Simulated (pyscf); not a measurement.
:N–F (SMILES [N]F) [triplet] + H₃Si–SiH₃ (SMILES [SiH3][SiH3]) → •HN–F (SMILES [NH]F) + •H₂Si–SiH₃ (SMILES [SiH2][SiH3]), a hydrogen abstraction (triplet surface; H–Si broken, H–N formed). Single points on ωB97X-D3(BJ)/def2-SVP structures (PySCF, gas phase). Energies in kcal/mol from the separated reactants.

AM1 to PM7: differences of heats of formation from MOPAC. Open shells are spin-unrestricted. 

Task: Quick PM3 single points give ΔE‡ = 12.1 kcal/mol and ΔE = +1.4 kcal/mol. What does ωB97M-D3(BJ)/def2-TZVP give, and how far is the quick result from it?

Result: ωB97M-D3(BJ)/def2-TZVP gives ΔE‡ = 20.2 kcal/mol and ΔE = +14.0 kcal/mol. PM3 lies 8.1 kcal/mol under it in the barrier and 12.7 kcal/mol under it in the reaction energy, so on this step it does not hold to within 3.0 kcal/mol. ωB97M-D3(BJ)/def2-TZVP has limits of its own. •HN–F + •H₂Si–SiH₃ also meet on a surface of lower spin, which isn't treated here. One saddle was located; it need not be the lowest between these sides. The angle at the transferred H is 163°.
